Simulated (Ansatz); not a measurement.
Molecule: tetrachloromethane, CCl$_{4}$, charge 0, multiplicity 1. SMILES: ClC(Cl)(Cl)Cl
Geometry: optimised at B3LYP-D3(BJ)/def2-TZVP (Ansatz, a program for electronic structure).

Wanted: vertical triplet-singlet gap, E(triplet) - E(singlet), in eV. Set-up: dispersion terms only where a functional's name holds one; valence correlation only; non-relativistic; 6-311+G** with 5d, 6d on Na to Ar in Ansatz; 6-31G* and kin with 6d, 5d where marked; each state is the SCF solution reached for its charge and spin; open shells spin-unrestricted; no spin-orbit coupling. First-principles rows: single points at B3LYP-D3(BJ) geometries (Ansatz). Levels can end on unlike triplets.

| level | program | vertical triplet-singlet gap, E(triplet) - E(singlet) (eV) |
|---|---|---|
| HF/6-31G* | Ansatz | 5.85 |
| HF/6-311+G** | Ansatz | 5.87 |
| PBE/6-31G* | Ansatz | 4.84 |
| PBE/6-311+G** | Ansatz | 4.83 |
| B3LYP/STO-3G | Ansatz | 6.56 |
| B3LYP/6-31G* | Ansatz | 5.42 |
| MP2/6-31G* | Ansatz | 6.38 |
| PBE/def2-TZVPD | Ansatz | 4.73 |

No value to compare with is used here. The 7 habitual levels span 4.83 (PBE/6-311+G**) to 6.56 eV (B3LYP/STO-3G); PBE/def2-TZVPD gives 4.73.

The levels are drawn from those run, B3LYP/6-31G* more often than the rest, none by its result; left out are runs that failed, that the program found above a lower state of the same kind, or whose <S^2> lies over 0.5 above the pure value.
